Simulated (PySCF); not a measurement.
## How the method moves the HOMO and LUMO of `C=C[S@@](C)=O`

C3H6OS.
Geometry (PBE0-D3(BJ)/def2-SVP, Å), atoms numbered from 1 in this order:
```
atom  x, y, z in Å
C1    -1.9228   -0.0568   -0.0818
C2    -0.8454   -0.0641    0.6957
S3     0.5126    1.0252    0.2497
C4     1.7304   -0.2923   -0.0485
O5     0.1786    1.6013   -1.0958
H6    -1.9162    0.5676   -0.9831
H7    -2.8062   -0.6554    0.1529
H8    -0.7399   -0.6230    1.6316
H9     1.3346   -0.9429   -0.8403
H10    2.6480    0.2078   -0.3872
H11    1.9244   -0.8528    0.8774
```

Basis pcSseg-2 throughout (PySCF), one geometry. Geometry: PBE0-D3(BJ)/def2-SVP, one conformer, isolated molecule.

**Question.** How do the orbital energies, the gap and the dipole change with the method?

**Answer.** 
| method | kind | HOMO (eV) | LUMO (eV) | gap (eV) | μ (D) | SCF cycles |
| --- | --- | --- | --- | --- | --- | --- |
| BLYP | GGA | -5.44 | -1.56 | 3.89 | 3.62 | 17 |
| OPBE | GGA | -5.48 | -1.56 | 3.93 | 3.51 | 17 |
| B97-D | GGA | -5.53 | -1.57 | 3.96 | 3.62 | 17 |
| PBE | GGA | -5.55 | -1.68 | 3.87 | 3.59 | 17 |
| KT3 | GGA | -5.65 | -1.63 | 4.02 | 3.53 | 18 |
| BP86 | GGA | -5.65 | -1.75 | 3.90 | 3.62 | 17 |
| KT2 | GGA | -5.66 | -1.66 | 4.01 | 3.57 | 18 |
| LDA | LDA | -5.73 | -1.91 | 3.82 | 3.70 | 17 |
| B97-2 | global hybrid | -6.59 | -0.75 | 5.84 | 3.79 | 15 |
| B3LYP | global hybrid | -6.65 | -0.95 | 5.69 | 3.82 | 15 |
| PBE0 | global hybrid | -6.85 | -0.72 | 6.13 | 3.82 | 15 |
| mPW1PW91 | global hybrid | -6.87 | -0.72 | 6.15 | 3.83 | 15 |
| BHandHLYP | global hybrid | -8.08 | 0.30 | 8.38 | 4.05 | 13 |
| CAM-B3LYP | range-separated hybrid | -8.21 | 0.37 | 8.57 | 3.95 | 14 |
| wB97X-D | range-separated hybrid | -8.69 | 1.08 | 9.77 | 3.92 | 14 |
| LC-wPBE | range-separated hybrid | -9.47 | 1.53 | 11.00 | 4.00 | 14 |
| HF | Hartree–Fock | -9.88 | 2.43 | 12.31 | 4.29 | 11 |

The HOMO spans 4.43 eV, from BLYP down to HF, and the gap runs from 3.82 eV (LDA) to 12.31 eV (HF). Over the methods BLYP (0 %), OPBE (0 %), B97-D (0 %), PBE (0 %), KT3 (0 %), BP86 (0 %), KT2 (0 %), LDA (0 %), B97-2 (21 %), B3LYP (20 %), PBE0 (25 %), mPW1PW91 (25 %), BHandHLYP (50 %), HF (100 %), a straight line through the gap against the share of exact exchange rises by 0.85 eV for each 10 % (correlation coefficient 0.999). The dipole ranges from 3.51 D (OPBE) to 4.29 D (HF). This basis has no diffuse functions.

The vertical ΔSCF ionisation energy at PBE0/def2-SVPD is 8.92 eV; −ε(HOMO) comes closest to it with wB97X-D (8.69 eV).
